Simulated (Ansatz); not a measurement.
**BNH (quartet): from Hartree-Fock to the top rungs, def2-TZVPP**

The task here is to estimate one member of a computed series from the others.

Program: Ansatz 0.2.0, Gaussian basis. Level of theory: def2-TZVPP, core rule «outside noble gas», up to 2 orbitals frozen. These are calculated values, not measurements.

The runs, in order: UHF; ROHF; CCSD(T) on UHF.

**The system**

The geometry is a PBE0/def2-TZVP stationary point (not a proven minimum).

3 atoms, charge 0, spin multiplicity 4.

Atoms are counted from 1 here; the program's logs count them from 0.

Bond lengths: B1–N2 1.503 Å, B1–H3 1.206 Å. Angles: N2–B1–H3 117.0°.

The first run:

Input file in.yaml:

```yaml
crystal:
  periodic: [false, false, false]
  atoms:
    - {symbol: B, position_ang: [0.000000, -0.185227, 0.772970]}
    - {symbol: N, position_ang: [0.000000, 0.087426, -0.705019]}
    - {symbol: H, position_ang: [0.000000, 0.771807, 1.506451]}
basis:
  gaussian: {orbitals: def2-TZVPP}
magnetization: {spin_polarized: true, initial_magnetization: 3}
hamiltonian: {xc: hf}
output: {orbitals: {seedname: orbitals}}
```

Started as:

```bash
> ansatz run in.yaml --threads 1 --pin off --events-out ev --progress --plain --max-ram 4096MiB --backend cpu
```

Steps of the session up to this table: UHF; ROHF; CCSD(T) on UHF.

One of the session's tables, all rows but one given; the rest of the session is left out.

It belongs to the step «Misses and costs». 

| method | from UCCSD(T) (kJ/mol) |
| --- | --- |
| ROHF | +617.1 |
| UHF | +599.4 |
| UMP2 | ? |
| UCCSD | +18.4 |
| UCCSD(T) | 0 |

Estimate the missing values for UMP2.

The run gave: from UCCSD(T) (kJ/mol): +96.0. In the column «from UCCSD(T) (kJ/mol)» it lies between UCCSD (+18.4) and UHF (+599.4).

With the free atoms at the same levels and basis (separate runs), the atomisation energy is 5.883 eV at UCCSD(T), 4.556 eV at ROHF.
